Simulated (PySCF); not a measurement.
Sulfur dioxide, O2S, SMILES O=S=O, point group C2v.

Level: B3LYP/pcSseg-2 in PySCF (density fitting, grid level 2); geometry and Hessian at that level, cubic constants and property derivatives from steps of ±0.6 along each species' dimensionless normal coordinates, second-order vibrational perturbation theory. The parent has the commonest isotopes.

Equilibrium geometry (Å):

| atom | x | y | z |
| --- | --- | --- | --- |
| O1 | -1.2205 | -0.1159 | 0.2147 |
| S2 | 0.0107 | 0.2056 | -0.4617 |
| O3 | 1.2557 | -0.0999 | 0.1967 |

Question: How much do zero-point and thermal motion change the parent's shieldings?

Answer: 
```tsv
atom	σe (ppm)	anharmonic part, 0 K	harmonic part, 0 K	Δσ at 0 K	Δσ at 250 K	Δσ at 1000 K
O1	-328.45	-9.24	-6.61	-15.85	-17.02	-28.40
S2	-310.88	-8.60	-3.34	-11.94	-12.90	-21.51
```

Question: And the bond lengths, in the parent and with ¹⁷O at 1?

Answer: 
```json
{"bond": "O1–S2", "re (Å)": "1.4412", "⟨r⟩ at 0 K": "1.4457", "between mean positions": "1.4451", "⟨r⟩, labelled": "1.4456"}
```

The study (54 SCF points, 115 basis functions) took 3.1 min on 1 thread of Intel Xeon Platinum 8488C (shared host) (rough), peak memory 0.49 GiB, launched as `OMP_NUM_THREADS=1 python ens_run.py task.json out`.
